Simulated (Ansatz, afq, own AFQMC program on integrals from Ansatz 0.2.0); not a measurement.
Integrals from Ansatz 0.2.0, then the random walk in our own AFQMC program (afq).

```yaml
crystal:
  periodic: [false, false, false]
  atoms:
    - {symbol: Ge, position_ang: [0.000000, 0.000000, 0.273860]}
    - {symbol: C, position_ang: [0.000000, 0.000000, -1.494741]}
    - {symbol: H, position_ang: [0.000000, 1.285282, 1.096845]}
    - {symbol: H, position_ang: [0.000000, -1.285282, 1.096845]}
    - {symbol: H, position_ang: [0.000000, 0.923283, -2.059354]}
    - {symbol: H, position_ang: [0.000000, -0.923283, -2.059354]}
basis:
  gaussian: {orbitals: cc-pVTZ}
magnetization: {spin_polarized: true, initial_magnetization: 2}
correlation: {method: ccsd_t, electrons: outside_noble_gas, hamiltonian_folder: ham}
```

```sh
$ ansatz run in.yaml --threads 1 --pin off --events-out ev --progress --plain --max-ram 16896MiB --backend cuda --devices 0, --max-vram 18GiB
```

afq runs on the folder ham with

```
--method phaseless --trial cisd --walkers 200 --populations 10 --least-time 60 --time-step 0.005 --steps-per-block 50 --equilibration-blocks 28 --max-blocks 4000 --target-error 0.00021 --factor-cut 1e-05 --start spin_pure --seed 7690 --release-times 0.24,0.51,0.99,1.62,2.4 --release-step 0.03 --release-every 3 --taylor-order 6
```

Times are imaginary, in 1/Eh. The walk had a cap of 198 s. With eight or more populations the least sampling time is a fifth of least-time, and the error comes from their spread. Filled inner d shells are frozen with the cores.

Log:

```
orbitals 114  electrons 7 5  factors 708 of 752
reference energy -2115.48760849 Eh
CCSD correlation -0.28382846 Eh in 10 cycles, weight of the determinant in the CISD state 0.8813
energy of the start -2115.770260 Eh
 block  time / (1/Eh)  mean weight  energy / Eh
     1     0.250  1.0003  -2115.768261
     2     0.500  1.0002  -2115.770220
     3     0.750  0.9979  -2115.774173
     4     1.000  1.0011  -2115.777559
     5     1.250  0.9990  -2115.778067
     7     1.750  0.9991  -2115.781303
     9     2.250  0.9988  -2115.777799
    13     3.250  0.9991  -2115.780234
    25     6.250  0.9987  -2115.782035
    37     9.250  0.9999  -2115.777711
    43    10.750  1.0012  -2115.776201
    49    12.250  0.9986  -2115.781446
    61    15.250  1.0002  -2115.778983
    73    18.250  1.0012  -2115.782911
    79    19.750  0.9991  -2115.790424
    85    21.250  1.0010  -2115.782791
    97    24.250  1.0018  -2115.781238
   109    27.250  0.9997  -2115.782243
   121    30.250  1.0005  -2115.783301
   133    33.250  0.9992  -2115.779752
   145    36.250  1.0010  -2115.781709
   157    39.250  1.0010  -2115.782330
   169    42.250  0.9991  -2115.783930
   181    45.250  1.0015  -2115.781797
   193    48.250  1.0006  -2115.779149
   205    51.250  1.0011  -2115.782389
   217    54.250  1.0007  -2115.780975
   229    57.250  1.0010  -2115.786316
   241    60.250  0.9999  -2115.781144
   253    63.250  1.0014  -2115.779915
   265    66.250  0.9992  -2115.781174
   277    69.250  1.0011  -2115.783681
error from the spread of 10 populations
released: time / (1/Eh)  energy / Eh  error  mean overlap
  0.24  -2115.781485  0.000243  1.0034
  0.51  -2115.781604  0.000200  1.0016
  0.99  -2115.781613  0.000170  1.0009
  1.62  -2115.781919  0.000163  1.0005
  2.40  -2115.781614  0.000158  1.0068
energy -2115.781824 +/- 0.000208 Eh
(rows thinned)
```

The run passed its tests (sampling time, drift between the halves within three errors, error under three times the target), which doesn't prove that it has relaxed.

Against this walk (error 5.7 meV) on the same determinant: CCSD(T) 37.2 meV higher. The error is statistical and leaves out the bias of the constraint. Released to 2.40 1/Eh the energy moves by 6 ± 7 meV (both errors), within twice the noise.

Cautions: constraint bias not in the error; no relativity below Rb; no spin-orbit coupling; inner d shell frozen; another spin lies lower; so few walkers bias the energy.

The walk took 2.1 min on 1 × NVIDIA H100 80GB HBM3 with 2 threads of AMD EPYC 7R13 Processor (Zen 3), with other jobs on the host (the card was shared). The log's last line is the phaseless energy.

A walk keeps the symmetry of its determinant, which the program's search chose and which needn't be the lowest solution, so a lower state of the same spin and another symmetry isn't excluded.
